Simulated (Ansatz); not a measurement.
**Ruthenium, hcp: revPBE0 after revPBE**

Aim: see what exact exchange does to the levels, and what it costs. Spin polarisation is left out. The geometry was relaxed under revPBE beforehand and is kept. Exact exchange is dear, so the k-mesh is coarse, and revPBE is run on the same mesh for comparison.

Computed with Ansatz 0.2.0 (DFT, plane waves (420 eV) with PBE-made PAW files, scalar-relativistic; functionals as named at each step, unless a step says otherwise).

### Step 1. The structure to begin with

Symmetry: P6_3/mmc, No. 194, hexagonal system. Conventional cell: a = 2.733 Å, b = 2.733 Å, c = 4.303 Å, α = 90.00°, β = 90.00°, γ = 120.00°. Around Ru (site symmetry -6m2) lie 12 Ru at 2.67 to 2.73 Å.

Coordinates:

```
CELL_PARAMETERS angstrom
2.73298 0.00000 0.00000
-1.36649 2.36683 0.00000
0.00000 0.00000 4.30333
ATOMIC_POSITIONS crystal
Ru 0.33333 0.66667 0.25000
Ru 0.66667 0.33333 0.75000
```

### Step 2. revPBE on the coarse mesh

The run with revPBE.

File input.yaml:

```yaml
crystal:
  lattice:
    - [2.7329762505, 0.0, 0.0]
    - [-1.3664881252, 2.3668268609, 0.0]
    - [0.0, 0.0, 4.3033319774]
  atoms:
    - { symbol: Ru, position: [0.3333333333, 0.6666666667, 0.25] }
    - { symbol: Ru, position: [0.6666666667, 0.3333333333, 0.75] }
hamiltonian:
  xc: revpbe
  pseudopotentials:
    kind: paw
    azcp:
      Ru: "pseudopotentials/Ru.paw.azcp"
basis:
  ecutwfc: 420
  fft_grid_basis: typed
kpoints:
  mp_grid: { grid: [7, 7, 4], shift: [0, 0, 0] }
magnetization:
  spin_polarized: false
scf:
  occupations: { method: fermi_dirac, width: 0.1 }
```

### Step 3. revPBE0, coarse mesh

The run with revPBE0.

Changes to input.yaml since step 2:

```diff
@@ -9,3 +9,3 @@
 hamiltonian:
-  xc: revpbe
+  xc: revpbe0
   pseudopotentials:
```

(Steps that only read results are left out.)

What does the calculation give? Wanted: revPBE: gap; revPBE0: gap.

**Answer**, as computed:

```
                             quantity                         value
                          revPBE: gap  none (levels filled in part)
                         revPBE0: gap  none (levels filled in part)
  revPBE0: SCF cycles, exchange loops                         25, 4
revPBE0: CPU time over that of revPBE                            20
```

What this shows: Both revPBE and revPBE0 leave levels filled in part. revPBE0 cost 20 times the CPU time of revPBE. The exchange operator of revPBE0 was renewed in 4 outer loops. The total energies in the logs cannot be compared from one functional to another.
